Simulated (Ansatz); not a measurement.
**Zinc-blende AlN (metastable phase): LA phonon frequency at X by level of theory**

No measured value is used here.

| level (code) | value (cm⁻¹) | cell (Å³/atom) |
|---|---|---|
| LDA (Ansatz) | (withheld) | 10.24 |
| PBE (Ansatz) | 574 | 10.67 |
| r²SCAN (Ansatz) | 597 | 10.43 |
| HSE06 (Ansatz) | 598 | 10.40 |
| PBE0 (Ansatz) | 598 | 10.39 |

### Question
Complete the blanks.

### Answer

- LDA (Ansatz, a first-principles code), value (cm⁻¹): 591

Each level is taken at its own relaxed cell. Cutoffs and k meshes differ between the levels. Ansatz's density-functional and Hartree–Fock values are scalar-relativistic unless marked +SOC, with PAW data made under PBE.
